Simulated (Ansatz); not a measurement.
Ansatz (a quantum-chemistry and plane-wave program) input (B3LYP-D3(BJ)/def2-TZVP):

Ansatz 0.2 input:
```yaml
crystal:
  periodic: [false, false, false]
  atoms:
    - {symbol: C, position_ang: [-0.93142677, -0.09091136, 0.00145351]}
    - {symbol: O, position_ang: [-0.72481975, -1.27177619, -0.01909734]}
    - {symbol: O, position_ang: [0.00102861, 0.86771547, 0.01461126]}
    - {symbol: H, position_ang: [-1.92588670, 0.37448781, 0.01247871]}
    - {symbol: C, position_ang: [1.36673924, 0.41140192, 0.00254944]}
    - {symbol: H, position_ang: [1.97490570, 1.31077974, 0.01574845]}
    - {symbol: H, position_ang: [1.56756136, -0.20280897, 0.87923757]}
    - {symbol: H, position_ang: [1.56187403, -0.17291625, -0.89559380]}
basis:
  gaussian:
    orbitals: def2-TZVP
hamiltonian:
  xc: b3lyp
  dispersion: d3bj
phonons: {temperatures: {t_min: 298.15, t_max: 298.15, t_step: 100}}
```

Output:

```
Functional definition: B3LYP
integrals: 0.05 GiB planned
838 factors; their error is unknown
mean field: 0.54 GiB planned
mean field evaluation 1: about -6229.6966 eV, gradient 5.9e1 eV
mean field evaluation 2: about -6221.2991 eV, gradient 9.0e1 eV
mean field evaluation 4: about -6235.8321 eV, gradient 6.2e0 eV
mean field evaluation 8: about -6235.8961 eV, gradient 1.2e-1 eV
mean field evaluation 16: about -6235.8928 eV, gradient 5.2e-5 eV
mean field -6235.89283170 eV, -229.1648347250 hartree, gradient 5.2e-5 eV, S^2 0.000000; 0 other end points of the search recorded, 0 dependent functions left out
the calculation of the forces begins
reference -6235.89305181 eV, -229.1648428138 hartree; 16, 16 occupied and 132, 132 virtual orbitals, 838 factors
these checks for a lower state are left out or cut short: stability, starts, cluster_reference, orbital_swaps, neighbouring_geometries, increment
integrals: 0.05 GiB planned
838 factors; their error is unknown
mean field: 0.54 GiB planned
mean field -6235.89253324 eV, -229.1648237567 hartree, gradient 1.7e-6 eV, S^2 0.000000; 0 other end points of the search recorded, 0 dependent functions left out
the calculation of the forces begins
reference -6235.89275320 eV, -229.1648318402 hartree; 16, 16 occupied and 132, 132 virtual orbitals, 838 factors
these checks for a lower state are left out or cut short: stability, starts, cluster_reference, orbital_swaps, neighbouring_geometries, increment
integrals: 0.05 GiB planned
838 factors; their error is unknown
mean field: 0.54 GiB planned
mean field evaluation 32: about -6235.8925 eV, gradient 1.2e-6 eV
mean field -6235.89254133 eV, -229.1648240540 hartree, gradient 1.7e-6 eV, S^2 0.000000; 0 other end points of the search recorded, 0 dependent functions left out
the calculation of the forces begins
reference -6235.89276158 eV, -229.1648321481 hartree; 16, 16 occupied and 132, 132 virtual orbitals, 838 factors
these checks for a lower state are left out or cut short: stability, starts, cluster_reference, orbital_swaps, neighbouring_geometries, increment
integrals: 0.05 GiB planned
838 factors; their error is unknown
mean field: 0.54 GiB planned
mean field -6235.89267675 eV, -229.1648290307 hartree, gradient 1.7e-6 eV, S^2 0.000000; 0 other end points of the search recorded, 0 dependent functions left out
the calculation of the forces begins
reference -6235.89289696 eV, -229.1648371234 hartree; 16, 16 occupied and 132, 132 virtual orbitals, 838 factors
these checks for a lower state are left out or cut short: stability, starts, cluster_reference, orbital_swaps, neighbouring_geometries, increment
integrals: 0.05 GiB planned
838 factors; their error is unknown
mean field: 0.53 GiB planned
mean field -6235.89272190 eV, -229.1648306901 hartree, gradient 1.7e-6 eV, S^2 0.000000; 0 other end points of the search recorded, 0 dependent functions left out
the calculation of the forces begins
reference -6235.89294190 eV, -229.1648387749 hartree; 16, 16 occupied and 132, 132 virtual orbitals, 838 factors
these checks for a lower state are left out or cut short: stability, starts, cluster_reference, orbital_swaps, neighbouring_geometries, increment
integrals: 0.05 GiB planned
838 factors; their error is unknown
mean field: 0.53 GiB planned
mean field -6235.89255056 eV, -229.1648243931 hartree, gradient 1.7e-6 eV, S^2 0.000000; 0 other end points of the search recorded, 0 dependent functions left out
the calculation of the forces begins
reference -6235.89277074 eV, -229.1648324847 hartree; 16, 16 occupied and 132, 132 virtual orbitals, 838 factors
these checks for a lower state are left out or cut short: stability, starts, cluster_reference, orbital_swaps, neighbouring_geometries, increment
integrals: 0.05 GiB planned
[...]
reference -6235.89301869 eV, -229.1648415967 hartree; 16, 16 occupied and 132, 132 virtual orbitals, 838 factors
these checks for a lower state are left out or cut short: stability, starts, cluster_reference, orbital_swaps, neighbouring_geometries, increment
integrals: 0.05 GiB planned
838 factors; their error is unknown
mean field: 0.54 GiB planned
mean field -6235.89265769 eV, -229.1648283301 hartree, gradient 1.7e-6 eV, S^2 0.000000; 0 other end points of the search recorded, 0 dependent functions left out
the calculation of the forces begins
reference -6235.89287783 eV, -229.1648364201 hartree; 16, 16 occupied and 132, 132 virtual orbitals, 838 factors
these checks for a lower state are left out or cut short: stability, starts, cluster_reference, orbital_swaps, neighbouring_geometries, increment
integrals: 0.05 GiB planned
838 factors; their error is unknown
mean field: 0.54 GiB planned
mean field -6235.89264251 eV, -229.1648277722 hartree, gradient 1.7e-6 eV, S^2 0.000000; 0 other end points of the search recorded, 0 dependent functions left out
the calculation of the forces begins
reference -6235.89286258 eV, -229.1648358598 hartree; 16, 16 occupied and 132, 132 virtual orbitals, 838 factors
these checks for a lower state are left out or cut short: stability, starts, cluster_reference, orbital_swaps, neighbouring_geometries, increment
integrals: 0.05 GiB planned
838 factors; their error is unknown
mean field: 0.54 GiB planned
mean field evaluation 160: about -6235.8927 eV, gradient 1.2e-6 eV
mean field -6235.89269037 eV, -229.1648295311 hartree, gradient 1.7e-6 eV, S^2 0.000000; 0 other end points of the search recorded, 0 dependent functions left out
the calculation of the forces begins
reference -6235.89291040 eV, -229.1648376173 hartree; 16, 16 occupied and 132, 132 virtual orbitals, 838 factors
these checks for a lower state are left out or cut short: stability, starts, cluster_reference, orbital_swaps, neighbouring_geometries, increment
integrals: 0.05 GiB planned
838 factors; their error is unknown
mean field: 0.53 GiB planned
mean field -6235.89265930 eV, -229.1648283894 hartree, gradient 1.7e-6 eV, S^2 0.000000; 0 other end points of the search recorded, 0 dependent functions left out
the calculation of the forces begins
reference -6235.89287948 eV, -229.1648364808 hartree; 16, 16 occupied and 132, 132 virtual orbitals, 838 factors
these checks for a lower state are left out or cut short: stability, starts, cluster_reference, orbital_swaps, neighbouring_geometries, increment
integrals: 0.05 GiB planned
838 factors; their error is unknown
mean field: 0.54 GiB planned
mean field -6235.89276361 eV, -229.1648322226 hartree, gradient 1.7e-6 eV, S^2 0.000000; 0 other end points of the search recorded, 0 dependent functions left out
the calculation of the forces begins
reference -6235.89298377 eV, -229.1648403136 hartree; 16, 16 occupied and 132, 132 virtual orbitals, 838 factors
these checks for a lower state are left out or cut short: stability, starts, cluster_reference, orbital_swaps, neighbouring_geometries, increment
integrals: 0.05 GiB planned
838 factors; their error is unknown
mean field: 0.54 GiB planned
mean field -6235.89274164 eV, -229.1648314153 hartree, gradient 1.7e-6 eV, S^2 0.000000; 0 other end points of the search recorded, 0 dependent functions left out
the calculation of the forces begins
reference -6235.89296168 eV, -229.1648395018 hartree; 16, 16 occupied and 132, 132 virtual orbitals, 838 factors
these checks for a lower state are left out or cut short: stability, starts, cluster_reference, orbital_swaps, neighbouring_geometries, increment
integrals: 0.05 GiB planned
838 factors; their error is unknown
mean field: 0.53 GiB planned
mean field -6235.89281463 eV, -229.1648340976 hartree, gradient 1.7e-6 eV, S^2 0.000000; 0 other end points of the search recorded, 0 dependent functions left out
the calculation of the forces begins
reference -6235.89303477 eV, -229.1648421876 hartree; 16, 16 occupied and 132, 132 virtual orbitals, 838 factors
these checks for a lower state are left out or cut short: stability, starts, cluster_reference, orbital_swaps, neighbouring_geometries, increment
integrals: 0.05 GiB planned
838 factors; their error is unknown
mean field: 0.54 GiB planned
mean field evaluation 192: about -6235.8971 eV, gradient 4.4e-1 eV
mean field -6235.89278909 eV, -229.1648331590 hartree, gradient 1.7e-6 eV, S^2 0.000000; 0 other end points of the search recorded, 0 dependent functions left out
the calculation of the forces begins
reference -6235.89300916 eV, -229.1648412466 hartree; 16, 16 occupied and 132, 132 virtual orbitals, 838 factors
these checks for a lower state are left out or cut short: stability, starts, cluster_reference, orbital_swaps, neighbouring_geometries, increment
integrals: 0.05 GiB planned
838 factors; their error is unknown
mean field: 0.53 GiB planned
mean field -6235.89283111 eV, -229.1648347031 hartree, gradient 1.7e-6 eV, S^2 0.000000; 0 other end points of the search recorded, 0 dependent functions left out
the calculation of the forces begins
reference -6235.89305123 eV, -229.1648427925 hartree; 16, 16 occupied and 132, 132 virtual orbitals, 838 factors
these checks for a lower state are left out or cut short: stability, starts, cluster_reference, orbital_swaps, neighbouring_geometries, increment
integrals: 0.05 GiB planned
838 factors; their error is unknown
mean field: 0.54 GiB planned
mean field -6235.89279206 eV, -229.1648332683 hartree, gradient 1.7e-6 eV, S^2 0.000000; 0 other end points of the search recorded, 0 dependent functions left out
the calculation of the forces begins
reference -6235.89301215 eV, -229.1648413564 hartree; 16, 16 occupied and 132, 132 virtual orbitals, 838 factors
these checks for a lower state are left out or cut short: stability, starts, cluster_reference, orbital_swaps, neighbouring_geometries, increment
integrals: 0.05 GiB planned
838 factors; their error is unknown
mean field: 0.54 GiB planned
mean field -6235.89279001 eV, -229.1648331930 hartree, gradient 1.7e-6 eV, S^2 0.000000; 0 other end points of the search recorded, 0 dependent functions left out
the calculation of the forces begins
reference -6235.89301010 eV, -229.1648412809 hartree; 16, 16 occupied and 132, 132 virtual orbitals, 838 factors
these checks for a lower state are left out or cut short: stability, starts, cluster_reference, orbital_swaps, neighbouring_geometries, increment
integrals: 0.05 GiB planned
838 factors; their error is unknown
mean field: 0.54 GiB planned
mean field evaluation 224: about -6235.8928 eV, gradient 6.0e-3 eV
mean field -6235.89278859 eV, -229.1648331407 hartree, gradient 1.7e-6 eV, S^2 0.000000; 0 other end points of the search recorded, 0 dependent functions left out
the calculation of the forces begins
reference -6235.89300872 eV, -229.1648412304 hartree; 16, 16 occupied and 132, 132 virtual orbitals, 838 factors
these checks for a lower state are left out or cut short: stability, starts, cluster_reference, orbital_swaps, neighbouring_geometries, increment
integrals: 0.05 GiB planned
838 factors; their error is unknown
mean field: 0.54 GiB planned
mean field -6235.89276700 eV, -229.1648323474 hartree, gradient 1.7e-6 eV, S^2 0.000000; 0 other end points of the search recorded, 0 dependent functions left out
the calculation of the forces begins
reference -6235.89298715 eV, -229.1648404377 hartree; 16, 16 occupied and 132, 132 virtual orbitals, 838 factors
these checks for a lower state are left out or cut short: stability, starts, cluster_reference, orbital_swaps, neighbouring_geometries, increment
integrals: 0.05 GiB planned
838 factors; their error is unknown
mean field: 0.54 GiB planned
mean field -6235.89275048 eV, -229.1648317402 hartree, gradient 1.7e-6 eV, S^2 0.000000; 0 other end points of the search recorded, 0 dependent functions left out
the calculation of the forces begins
reference -6235.89297055 eV, -229.1648398275 hartree; 16, 16 occupied and 132, 132 virtual orbitals, 838 factors
Total energy: -6236.07996666 eV, -229.1717118081 hartree
Atom 0 at    -0.931427    -0.090911     0.001454 Å, force    -0.000162    -0.000469    -0.000007 eV/Å
Atom 1 at    -0.724820    -1.271776    -0.019097 Å, force     0.000132     0.000548     0.000009 eV/Å
Atom 2 at     0.001029     0.867715     0.014611 Å, force     0.000187    -0.000254    -0.000005 eV/Å
Atom 3 at    -1.925887     0.374488     0.012479 Å, force    -0.000069     0.000162     0.000003 eV/Å
Atom 4 at     1.366739     0.411402     0.002549 Å, force     0.000105     0.000099     0.000001 eV/Å
Atom 5 at     1.974906     1.310780     0.015748 Å, force    -0.000226    -0.000012     0.000001 eV/Å
Atom 6 at     1.567561    -0.202809     0.879238 Å, force     0.000017    -0.000039     0.000140 eV/Å
Atom 7 at     1.561874    -0.172916    -0.895594 Å, force     0.000016    -0.000035    -0.000141 eV/Å
Dipole moment:     0.205467     0.349137     0.005222 e Å
Vibrations: 131.45 301.26 344.23 776.56 930.12 1041.42 1174.28 1180.26 1229.78 1398.32 1469.31 1486.63 1497.06 1794.99 3036.72 3057.99 3128.64 3163.54 cm⁻¹, zero-point energy 1.682625 eV
```
